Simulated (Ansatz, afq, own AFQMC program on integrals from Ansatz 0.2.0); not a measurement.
**Where AFQMC and coupled cluster stand for AlPH, doublet**

```xyz
3

Al    0.0000    0.0000    0.2602
P     0.0000    0.0000   -2.1018
H     0.0000    0.0000    1.8416
```

Connectivity, by distances: AlH–P.

Basis 6-31G. Only valence electrons are correlated. Ansatz 0.2.0 and our own AFQMC program on the same integrals; the CISD trial comes from CCSD amplitudes, and released means the phaseless constraint is let go. ± is one standard error of the sampling.

Determinant: UHF, the one that the program's search chose, which needn't be the lowest solution. The geometry is a point of a scan.

Full CI on the same integrals is exact in this basis and with this determinant's frozen core.

Cautions: strong correlation (T1 0.091, weight of the determinant 0.75, largest double 0.16); unrestricted determinant spin contaminated (⟨S²⟩ 1.29 against 0.75).

```
T1 diagnostic                               : 0.0913
weight of the determinant in the CISD state : 0.749
⟨S²⟩ of the determinant                     : 1.287
size of the correlated space                : 9 electrons in 18 orbitals
```

```
  level  correlation energy (eV)
    MP2                  -1.7099
   CCSD                  -2.6012
CCSD(T)                  -2.6891
```

(1) Estimate where AFQMC with the constraint released lies against CCSD(T) on the same integrals.

(1) 2.07 ± 0.09 mEh below CCSD(T).

Reference: full CI, correlation energy -2.754 eV. The released energy is read at 2.40 1/Eh (meV from the phaseless value at times in 1/Eh: -3 ± 3 at 0.24, -6.4 ± 2.5 at 0.51, -10 ± 3 at 0.99, -9.4 ± 2.4 at 1.62, -12.3 ± 2.4 at 2.40). The cautions show a poor starting determinant, so the rows tell how each method copes with it here, and full CI is the sure value.

```tsv
level	E − E(reference) (mEh)	share of correlation (%)
CCSD(T)	2.38	97.64
CCSDT	0.26	99.74
CCSDT(Q)	-0.24	100.23
CCSDTQ	0.00	100.00
ph-AFQMC/CISD	0.77 ± 0.12	99.24
released AFQMC	0.32 ± 0.09	99.69
```

CCSDT and higher add their correlation energy to the determinant of the CCSD(T) run, since their own runs factorise the integrals more tightly (a shift of under 2 meV). A walk keeps the symmetry of its determinant, which the program's search chose and which needn't be the lowest solution, so a lower state of the same spin and another symmetry isn't excluded. Released energies are given only where the last usable release times agree within the noise; a slower fall can still hide under it.
